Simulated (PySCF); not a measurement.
Compound: C3H7FS.
Atom-mapped SMILES: `[F:1][CH2:2][CH2:3][CH2:4][SH:5]` (hydrogens: H6, H7 on C2; H8, H9 on C3; H10, H11 on C4; H12 on S5)

The calculation used PBE0-D3(BJ)/def2-SVP geometry optimisation, gas phase in PySCF.

(1) Give the optimised bond lengths and angles.

Results:

(1) 
| bond | length (pm) | order |
| --- | --- | --- |
| F1–C2 | 137.5 | single |
| C2–C3 | 151.1 | single |
| C3–C4 | 152.0 | single |
| C4–S5 | 181.7 | single |
| C2–H6, C2–H7 | 110.4 | single |
| C3–H8, C3–H9 | 110.3 | single |
| C4–H10, C4–H11 | 110.1 | single |
| S5–H12 | 135.1 | single |

Bonds in one row agree within 1 pm and their mean is given. Orders are formal, as drawn. A selection of angles:
| angle | degrees |
| --- | --- |
| F1–C2–C3 | 110.3 |
| F1–C2–H6 | 108.1 |
| C3–C2–H6 | 111.0 |
| H6–C2–H7 | 108.2 |
| C2–C3–C4 | 112.7 |
| C2–C3–H8 | 109.0 |
| C4–C3–H8 | 110.0 |
| H8–C3–H9 | 106.5 |
| C3–C4–S5 | 114.3 |
| C3–C4–H10 | 110.5 |
| S5–C4–H10 | 104.4 |
| S5–C4–H11 | 110.0 |
| H10–C4–H11 | 106.6 |
| C4–S5–H12 | 96.6 |

Torsions: F1–C2–C3–C4 -60° (synclinal); C2–C3–C4–S5 -179° (antiperiplanar); H12–S5–C4–C3 -66° (synclinal). The mirror-image conformer, all signs reversed, is as good.

Of the pairs four or more bonds apart, F1···H11 is among the closest relative to their van der Waals radii: 2.58 Å, 97 % of the sum of Bondi's values. S5 (thiol sulfur) is bent (angle 96.6°).

Point group: C1 (no symmetry element, even within 0.4 Å). Not checked by PBE0-D3(BJ)/def2-SVP frequencies. The numbers are those of one conformer (F1–C2–C3–C4 -60°, C2–C3–C4–S5 -179°, C3–C4–S5–H -66°).
